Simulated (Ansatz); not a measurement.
# CHBCl− (SMILES [CH-]=BCl): one structure at several levels

The task here is to estimate one member of a computed series from the others.

Computed with Ansatz 0.2.0, Gaussian basis. Level: single points in def2-TZVPPD.

Correlated methods freeze the cores.

**The system as given**

SMILES `[CH-]=BCl`, 4 atoms, charge -1, spin multiplicity 1.

Atoms are counted from 1 here; the program's logs count them from 0.

Bond lengths: C1–B2 1.229 Å, C1–H4 1.218 Å, B2–Cl3 1.942 Å. Angles: B2–C1–H4 170.8°, C1–B2–Cl3 167.5°.

Coordinates:

| atom | x (Å) | y (Å) | z (Å) |
| --- | --- | --- | --- |
| C1 | -0.4233 | 0.5138 | -0.2985 |
| B2 | 0.1402 | -0.3983 | 0.3022 |
| Cl3 | 1.3806 | -1.6278 | 1.1511 |
| H4 | -1.1313 | 1.2942 | -0.9094 |

The first run:

run/in.yaml

```yaml
crystal:
  periodic: [false, false, false]
  atoms:
    - {symbol: C, position_ang: [-0.423300, 0.513800, -0.298500]}
    - {symbol: B, position_ang: [0.140200, -0.398300, 0.302200]}
    - {symbol: Cl, position_ang: [1.380600, -1.627800, 1.151100]}
    - {symbol: H, position_ang: [-1.131300, 1.294200, -0.909400]}
basis:
  gaussian: {orbitals: "def2-TZVPPD.json"}
total_charge: -1
correlation: {method: ccsd_t}
output: {forces: true}
```

The basis file named in the input lies beside it (Basis Set Exchange, JSON).

The command line of these runs was not kept.

Steps of the session up to this table: CCSD(T)/def2-TZVPPD; PBE0-D4/def2-TZVPPD; wB97M-V/def2-TZVPPD; r2SCAN-D4/def2-TZVPPD; PBE-D4/def2-TZVPPD; CAM-B3LYP-D4/def2-TZVPPD; BLYP-D4/def2-TZVPPD.

One of the session's tables, all rows but one given; the rest of the session is left out.

```
      method  RMS force component (eV/Å)  angle to CCSD(T) forces (°)
     CCSD(T)                       4.591                    reference
     PBE0-D4                       4.328                          2.0
     wB97M-V                       4.184                          2.4
   r2SCAN-D4                       4.378                          1.4
      PBE-D4                       4.461                          0.4
CAM-B3LYP-D4                       4.054                          3.4
     BLYP-D4                           ?                            ?
```

**Question.** Estimate the row for BLYP-D4.

**Answer.** RMS force component (eV/Å): 4.305; angle to CCSD(T) forces (°): 0.8. In the column «RMS force component (eV/Å)» it lies between wB97M-V (4.184) and PBE0-D4 (4.328).
